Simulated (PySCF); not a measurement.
Atoms are numbered as in `[O:1]=[C:2]([Cl:3])[CH:4]1[CH2:5][CH2:6]1`. Each H is labelled by its parent atom. Ha(C5), Ha(C6) are cis to C2 on the ring; Hb(C5), Hb(C6) are trans to C2 on the ring.

Geometry: PBE0-D3(BJ)/def2-SVP; GIAO absolute shieldings from PySCF 2.14.0 with density-fitted response routines, gas phase, non-relativistic, averaged over equivalent atoms.

At PBE0/aug-cc-pVDZ (187 basis functions, 18 s wall time on 1 thread of an Arm Neoverse V1, shared host):
```csv
atoms,σ (ppm)
O1,-184.4
C2,17.3
C4,170.5
C5/C6,182.7
Cl3,611.7
H(C4),29.53
Ha(C5)/Ha(C6),29.87
Hb(C5)/Hb(C6),30.36
```

Predict the values at PBE0/IGLO-III on the same geometry.

## Answers


```
        atoms  σ at PBE0/IGLO-III  change
           O1              -235.0   -50.6
           C2                -3.3   -20.6
           C4               158.2   -12.3
        C5/C6               171.2   -11.5
          Cl3               556.4   -55.3
        H(C4)               29.58   +0.05
Ha(C5)/Ha(C6)               29.85   -0.02
Hb(C5)/Hb(C6)               30.37   +0.01
```

The largest change is at Cl3 (chlorine bonded to C). Cost: 269 basis functions, 27 s wall time on 1 thread of an Arm Neoverse V1, shared host. The order of the carbon signals is the same at both levels.

Carbons that carry Cl, above all several Cl atoms, come out too deshielded, partly because spin–orbit coupling is missing.
